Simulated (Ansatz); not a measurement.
Mulliken charges of `[NH2][MgH]` from r2SCAN/def2-TZVPP in Ansatz (PBE0-D4/def2-TZVP geometry).

```json
{"atom": "N1", "x (Å)": "-0.187", "y (Å)": "-0.836", "z (Å)": "0.121", "charge (e)": "-0.714"}
{"atom": "Mg2", "x (Å)": "0.248", "y (Å)": "0.979", "z (Å)": "-0.164", "charge (e)": "0.631"}
{"atom": "H3", "x (Å)": "-0.873", "y (Å)": "-1.377", "z (Å)": "-0.385", "charge (e)": "0.157"}
{"atom": "H4", "x (Å)": "0.223", "y (Å)": "-1.452", "z (Å)": "0.807", "charge (e)": "0.157"}
{"atom": "H5", "x (Å)": "0.639", "y (Å)": "2.612", "z (Å)": "-0.420", "charge (e)": "-0.231"}
```

Task: By hand: the dipole of these point charges (1 e Å = 4.8032 D).

Result: Σ q r = (0.040, 0.167, -0.027) e Å, of length 0.174 e Å = 0.84 D.

Task: How does the dipole of the full density compare? (Best estimate.)

Result: The calculation gave: (-0.041, -0.170, 0.027) e Å, 0.85 D; the point charges give 0.99 times that, at 180° from its direction, so they point the opposite way.

Point charges leave out the atoms' own dipoles, such as those of lone pairs, and Mulliken's split depends on the basis, so the two needn't agree.
